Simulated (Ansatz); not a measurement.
Input file:

```yaml
crystal:
  periodic: [false, false, false]
  atoms:
    - {symbol: B, position_ang: [0.000000, 0.000000, -0.869422]}
    - {symbol: Al, position_ang: [0.000000, 0.000000, 0.675578]}
    - {symbol: H, position_ang: [0.000000, 0.000000, -2.052511]}
    - {symbol: H, position_ang: [0.000000, 0.000000, 2.246356]}
basis:
  gaussian: {orbitals: 6-31G}
magnetization: {spin_polarized: false, initial_magnetization: 2}
hamiltonian: {xc: {name: r2SCAN}}
correlation: {method: ccsd_t, electrons: outside_noble_gas}
output: {forces: true}
```

```sh
$ ansatz run in.yaml --threads 1 --pin off --events-out ev --progress --plain --max-ram 2393MiB
```

(1) Roughly how long does this take on 1 thread of Arm Neoverse V2, shared host, and how much host memory?

```
328 factors; integrals over basis functions are off by at most 2.1e-4 eV
mean field evaluation 1: about -7295.1042 eV, gradient 2.1e1 eV
mean field evaluation 2: about -7295.0994 eV, gradient 2.1e1 eV
mean field evaluation 4: about -7297.3439 eV, gradient 3.2e0 eV
mean field evaluation 8: about -7297.4139 eV, gradient 2.6e-2 eV
mean field -7297.41394121 eV, -268.1750159746 hartree, gradient 6.0e-6 eV, S^2 2.000000; 0 other end points of the search recorded, 0 dependent functions left out
mean field evaluation 16: about -7278.8266 eV, gradient 8.1e0 eV
6 core orbitals not correlated: weight in the atoms' cores, before any rotation towards them, 1.000 or more for the frozen orbitals, at most 0.000 for the correlated occupied ones
reference -7279.32185815 eV, -267.5101441853 hartree; 5, 3 occupied and 15, 17 virtual orbitals, 328 factors
second order -1.90368652 eV of doubles, -0.11603890 eV of singles
cycle   1  -2.40592753 eV  change   -3.9e-1 eV  update   5.3e-2
cycle   2  -2.57757301 eV  change   -1.7e-1 eV  update   2.2e-2
cycle   3  -2.58803624 eV  change   -1.0e-2 eV  update   6.0e-3
cycle   4  -2.58899683 eV  change   -9.6e-4 eV  update   2.0e-3
cycle   5  -2.58919824 eV  change   -2.0e-4 eV  update   8.6e-4
cycle   6  -2.58918241 eV  change    1.6e-5 eV  update   3.2e-4
cycle   7  -2.58926547 eV  change   -8.3e-5 eV  update   1.3e-4
cycle   8  -2.58929787 eV  change   -3.2e-5 eV  update   4.6e-5
cycle   9  -2.58928764 eV  change    1.0e-5 eV  update   1.7e-5
cycle  10  -2.58928851 eV  change   -8.7e-7 eV  update   6.0e-6
cycle  11  -2.58928788 eV  change    6.4e-7 eV  update   2.0e-6
perturbative correction -0.05312540 eV, -0.0019523225 hartree
the calculation of the forces begins
Total energy: -7281.96427142 eV, -267.6072510822 hartree
Atom 0 at     0.000000     0.000000    -0.869422 Å, force    -0.000000    -0.000000   -16.682373 eV/Å
Atom 1 at     0.000000     0.000000     0.675578 Å, force     0.000000    -0.000000    16.437548 eV/Å
Atom 2 at     0.000000     0.000000    -2.052511 Å, force    -0.000000     0.000000    -0.293453 eV/Å
Atom 3 at     0.000000     0.000000     2.246356 Å, force    -0.000000    -0.000000     0.538277 eV/Å
Dipole moment:    -0.000000     0.000000     0.248486 e Å
```

Forces (eV/Å):
```
B     0.000   0.000 -16.682
Al    0.000   0.000  16.438
H     0.000   0.000  -0.293
H     0.000   0.000   0.538
```

## Answers

(1) 3.1 s wall and 0.12 GiB.
